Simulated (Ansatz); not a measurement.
`C=C1CCC1=C`, charge 0, multiplicity 1.

Task: Give a relaxed structure at PBE0-D4/def2-TZVP (Ansatz). (Best estimate.)

Result: The calculation gave: 
Z-matrix (Å, degrees):
```
C
C 1 1.518
C 1 1.554 2 88.5
H 1 1.092 2 114.6 3 -116.7
H 1 1.092 2 114.6 3 116.8
C 2 1.327 1 134.0 3 -179.9
C 2 1.475 1 91.5 3 0.1
H 3 1.092 1 114.8 2 -116.6
H 3 1.092 1 114.8 2 116.5
H 6 1.084 2 121.3 1 180.0
H 6 1.084 2 121.4 1 -0.0
C 7 1.327 2 134.5 1 179.9
H 12 1.084 7 121.4 2 -180.0
H 12 1.084 7 121.3 2 0.0
```
Point group C2v.
This is one stationary point; other conformers may exist.
